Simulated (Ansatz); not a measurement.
AlBH2Si+: where a starting geometry ends

The starting geometry of this gas-phase doublet is a saddle point at B3LYP/6-31G*, pushed by 0.25 Å along its imaginary mode.

```yaml
atoms:
  - { symbol: Al, position_ang: [0.4150, 1.0105, 1.5339] }
  - { symbol: B, position_ang: [-1.3075, 1.6156, 0.0325] }
  - { symbol: Si, position_ang: [-1.7801, -0.2166, 0.2903] }
  - { symbol: H, position_ang: [-1.4848, 2.7829, 0.2882] }
  - { symbol: H, position_ang: [-0.9626, -1.0606, -0.6535] }
```

Problem. Predict what it relaxes into with B3LYP/6-31G*.

Solution. A new bond forms, giving a structure with H5 bridging Si3 and B2, given below by its coordinates. Distances that change by over a tenth: Si3–H5 (1.51 → 1.81 Å). Contacts that close: B2–H5 (2.78 → 1.31 Å).

The energy falls by 0.61 eV over 20 steps:

```tsv
step	E − E(last) (eV)
1	0.612
3	0.554
5	0.522
7	0.483
9	0.458
12	0.253
14	0.020
16	0.001
18	0.000
20	0.000
```

Final geometry (Å):

```xyz
5

Al    0.4711    0.5378    1.5443
B    -1.4164    1.2883    0.1340
Si   -1.8437   -0.4240    0.7502
H    -1.2887    2.3996   -0.2545
H    -1.0423    0.3300   -0.6826
```

Frequencies at the end are all real (lowest 119 cm⁻¹). Open shells are spin-unrestricted. Run with Ansatz 0.2.0, 64 s on 1 thread of Arm Neoverse V2, with other jobs on the host.
